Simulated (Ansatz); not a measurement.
# C₂HF₃O: one species, many methods

The task here is to estimate one member of a computed series from the others.

Method: functionals in def2-TZVPP, the program's frozen cores in correlated methods; program: Ansatz 0.2.0, Gaussian basis.

Levels to be run: LDA (SPW92), PBE-D4, revPBE-D4, BLYP-D4, r2SCAN-D4, B97M-V, PBE0-D4, B3LYP-D4, r2SCANh-D4, r2SCAN0-D4, HSE06-D4, BHLYP-D4, CAM-B3LYP-D4, LC-ωPBE, ωB97X-V, ωB97M-V, B2PLYP, PBE-QIDH; CCSD(T)/def2-SVP; CCSD(T)/def2-TZVPP; MP2/def2-QZVPP; extrapolation to the limit; RPA on PBE.

## The relaxed structure

All runs share one geometry, relaxed beforehand with PBE0-D4 in a triple-zeta def2 set.

SMILES `FC1OC1(F)F`, 7 atoms, charge 0, spin multiplicity 1.

Atoms are counted from 1 here; the program's logs count them from 0.

Bond lengths: F1–C2 1.334 Å, C2–O3 1.424 Å, C2–C4 1.445 Å, C2–H7 1.086 Å, O3–C4 1.366 Å, C4–F5 1.322 Å, C4–F6 1.326 Å. Angles: F1–C2–O3 115.2°, F1–C2–C4 119.8°, F1–C2–H7 112.5°, O3–C2–C4 56.8°, O3–C2–H7 116.0°, C4–C2–H7 124.0°, C2–O3–C4 62.4°, C2–C4–O3 60.8°, C2–C4–F5 121.9°, C2–C4–F6 123.1°, O3–C4–F5 116.9°, O3–C4–F6 116.4°, F5–C4–F6 109.4°.

Geometry (Å):

```xyz
7

F    -0.6334   -1.6858    0.2311
C    -0.1814   -0.4739    0.5565
O     1.1486   -0.1902    0.1356
C     0.1321    0.4788   -0.4841
F    -0.0692    0.2096   -1.7631
F     0.0916    1.7917   -0.2996
H    -0.4270   -0.1982    1.5778
```

The first run:

The input, in.yaml:

```yaml
crystal:
  periodic: [false, false, false]
  atoms:
    - {symbol: F, position_ang: [-0.633393, -1.685769, 0.231128]}
    - {symbol: C, position_ang: [-0.181410, -0.473938, 0.556539]}
    - {symbol: O, position_ang: [1.148610, -0.190153, 0.135627]}
    - {symbol: C, position_ang: [0.132143, 0.478794, -0.484106]}
    - {symbol: F, position_ang: [-0.069222, 0.209607, -1.763067]}
    - {symbol: F, position_ang: [0.091622, 1.791696, -0.299596]}
    - {symbol: H, position_ang: [-0.427050, -0.198238, 1.577775]}
basis:
  gaussian: {orbitals: def2-TZVPP}
hamiltonian: {xc: lda}
output: {orbitals: {seedname: orbitals}}
```

Steps of the session up to this table: LDA; PBE-D4 (GGA); revPBE-D4 (GGA); BLYP-D4 (GGA); r2SCAN-D4 (meta-GGA); B97M-V (meta-GGA); PBE0-D4 (hybrid); B3LYP-D4 (hybrid); r2SCANh-D4 (hybrid); r2SCAN0-D4 (hybrid); HSE06-D4 (hybrid); BHLYP-D4 (hybrid); CAM-B3LYP-D4 (range-separated); LC-ωPBE-D4 (range-separated; the results give it without D4); ωB97X-V (range-separated); ωB97M-V (range-separated); B2PLYP (double hybrid); PBE-QIDH (double hybrid).

One table of the session follows, with a row left open; its other results are not shown here.

It belongs to the step «Orbital energies across the functionals». 

| functional | HOMO (eV) | LUMO (eV) | gap (eV) |
| --- | --- | --- | --- |
| LDA (SPW92) | -8.07 | 0.35 | 8.42 |
| PBE-D4 | -7.83 | 0.64 | 8.47 |
| revPBE-D4 | ? | ? | ? |
| BLYP-D4 | -7.80 | 0.64 | 8.43 |
| r2SCAN-D4 | -8.17 | 1.12 | 9.30 |
| B97M-V | -8.29 | 1.02 | 9.31 |
| PBE0-D4 | -9.51 | 1.65 | 11.16 |
| B3LYP-D4 | -9.31 | 1.25 | 10.56 |
| r2SCANh-D4 | -8.80 | 1.52 | 10.32 |
| r2SCAN0-D4 | -9.74 | 2.08 | 11.83 |
| HSE06-D4 | -9.10 | 1.27 | 10.37 |
| BHLYP-D4 | -11.17 | 2.27 | 13.44 |
| CAM-B3LYP-D4 | -11.06 | 2.43 | 13.50 |
| LC-ωPBE | -12.33 | 3.81 | 16.15 |
| ωB97X-V | -11.97 | 3.66 | 15.63 |
| ωB97M-V | -11.89 | 3.20 | 15.09 |

Estimate the missing values for revPBE-D4.

The run gave: HOMO (eV): -7.74; LUMO (eV): 0.75; gap (eV): 8.49. In the column «HOMO (eV)» it is the highest.
